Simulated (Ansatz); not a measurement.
**Elastic constant C13 of solid chlorine at several levels of theory**

No measured value is used here.

```json
[
 {"level (code)": "LDA (Ansatz)", "value (GPa)": "1.73", "cell (Å³/atom)": "22.39"},
 {"level (code)": "PBEsol (Ansatz)", "value (GPa)": "?", "cell (Å³/atom)": "26.96"},
 {"level (code)": "r²SCAN (Ansatz)", "value (GPa)": "0.62", "cell (Å³/atom)": "27.94"}
]
```

Task: Fill in the missing entries.

Result: 
- PBEsol (Ansatz, a program for electronic structure), value (GPa): -0.25

LDA: LDA has no dispersion term either, though it tends to give short spacings of layers, chains or molecules. PBEsol, r²SCAN: the cell comes from a level without a dispersion term, which matters for the spacing of layers, chains or molecules. Each level is taken at its own relaxed cell. Cutoffs differ between the levels. Ansatz's density-functional and Hartree–Fock values are scalar-relativistic unless marked +SOC, with PAW data made under PBE.
